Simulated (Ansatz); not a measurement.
System (SMILES): [SiH4] (SiH4).
Atoms: Si1, H2, H3, H4, H5. Bonds: Si1-H2, Si1-H3, Si1-H4, Si1-H5.

Basis-set convergence of the harmonic zero-point energy at B3LYP with Ansatz (an electronic-structure program). Each level at its own minimum, finite differences of forces, unscaled; the reference is a large set that could be run, not a limit. Cartesian d functions, on some or all atoms, in 6-31G*, 6-31+G*, 6-311G**, 6-311+G**; all else is spherical. The program fits the integrals of some runs and decomposes those of others, by size. No added dispersion term, no relativity. Reference: the value in aug-pcseg-2, 19.55 kcal/mol. Deviations are taken from unrounded values.

```tsv
basis	functions	harmonic zero-point energy (kcal/mol)
6-31G*	27	19.66
6-31+G*	31	19.69
def2-SVP	38	19.51
def2-SVPD	56	19.53
pcseg-1	38	19.57
aug-pcseg-1	63	19.48
cc-pV(D+d)Z	43	19.41
aug-cc-pV(D+d)Z	68	19.40
6-311G**	51	19.58
6-311+G**	55	19.58
def2-TZVP	61	19.58
def2-TZVPD	79	19.57
pcseg-2	90	19.57
aug-pcseg-2	142	19.55
cc-pV(T+d)Z	95	19.53
aug-cc-pV(T+d)Z	147	19.54
def2-TZVPP	98	19.55
def2-TZVPPD	116	19.54
```

What the diffuse functions change, pair by pair:
- 6-31G* to 6-31+G*: 4 more functions, deviation 0.11 to 0.14 kcal/mol
- def2-SVP to def2-SVPD: 18 more functions, deviation -0.04 to -0.02 kcal/mol
- pcseg-1 to aug-pcseg-1: 25 more functions, deviation 0.02 to -0.08 kcal/mol
- cc-pV(D+d)Z to aug-cc-pV(D+d)Z: 25 more functions, deviation -0.14 to -0.15 kcal/mol
- 6-311G** to 6-311+G**: 4 more functions, deviation 0.03 to 0.03 kcal/mol
- def2-TZVP to def2-TZVPD: 18 more functions, deviation 0.03 to 0.02 kcal/mol
- pcseg-2 to aug-pcseg-2: 52 more functions, deviation 0.02 to 0.00 kcal/mol
- cc-pV(T+d)Z to aug-cc-pV(T+d)Z: 52 more functions, deviation -0.02 to -0.01 kcal/mol
- def2-TZVPP to def2-TZVPPD: 18 more functions, deviation 0.00 to -0.01 kcal/mol

Leaving out the reference's own pair, they bring the value nearer the reference by more than 0.01 kcal/mol in 2 of 8 pairs.
